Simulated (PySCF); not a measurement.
# H2N: the cost of one run

Method: levels as typed in each script, gas phase, geometry from GFN2-xTB; program: PySCF 2.14.0.

## Step 1: Starting geometry

SMILES `[NH2]`, 3 atoms, charge 0, spin multiplicity 2.

Bond lengths: N1–H2 1.014 Å, N1–H3 1.014 Å. Angles: H2–N1–H3 109.8°.

Geometry (Å):

```xyz
3

N     0.0000    0.1295    0.0000
H     0.8300   -0.4533    0.0000
H    -0.8300   -0.4533    0.0000
```

## Step 2: Removing and adding an electron (TPSSh/aug-cc-pvdz)

Contents of input.py:

```python
import numpy as np
from pyscf import gto, scf, dft
from pyscf.scf import atom_ks, atom_hf
from scipy.linalg import block_diag

def solve(mol, dm0=None, hcore=None):
    mf = (dft.UKS if mol.spin else dft.RKS)(mol, xc='tpssh')
    mf.grids.level = 3
    mf = mf.density_fit(auxbasis='def2-universal-jkfit')
    mf.conv_tol, mf.max_cycle = 1e-8, 80
    if hcore is not None:
        mf.get_hcore = lambda *args: hcore
    mf.kernel(dm0)
    if not mf.converged:
        mf = mf.newton().run(mf.mo_coeff, mf.mo_occ, max_cycle=30)
    assert mf.converged, 'SCF not converged'
    return mf

mol = gto.M(atom='''
N      0.00000     0.12952     0.00000
H      0.82998    -0.45331     0.00000
H     -0.82999    -0.45331     0.00000
''', basis='aug-cc-pvdz', charge=0, spin=1, verbose=4)
mf = solve(mol)
out = dict(e0=mf.e_tot, dm0=mf.make_rdm1(), c=mf.mo_coeff, occ=mf.mo_occ, eps=mf.mo_energy)
for name, dq, spin in [('cation', 1, 0), ('anion', -1, 0)]:
    ion = mol.copy().set(charge=mol.charge + dq, spin=spin).build()
    mi = solve(ion)
    if spin and dq > 0 and mol.nao < 130:
        c, _, stable, _ = mi.stability(return_status=True)
        if not stable:
            mi = solve(ion, mi.make_rdm1(c, mi.mo_occ))
    print(name, 'vertical energy change / eV', (mi.e_tot - mf.e_tot) * 27.211386)
    out.update({'e_' + name: mi.e_tot, 'dm_' + name: mi.make_rdm1(), 's2_' + name: mi.spin_square()[0], 'eps_' + name: mi.mo_energy, 'occ_' + name: mi.mo_occ})
# spherically averaged free atoms, for the promolecule
atm = atom_ks.get_atm_nrks(mol, xc='tpssh')
pro = block_diag(*[(atm[a[0]][2] * atm[a[0]][3]) @ atm[a[0]][2].T for a in mol._atom])
np.savez('result.npz', pro=pro, **out)
```

Launch:

```
OMP_NUM_THREADS=1 python input.py
```

Q: Estimate wall time and peak memory on 1 thread of Intel Xeon 6975P-C (Granite Rapids), shared host.

About 7.6 s, with a peak of 0.18 GiB.
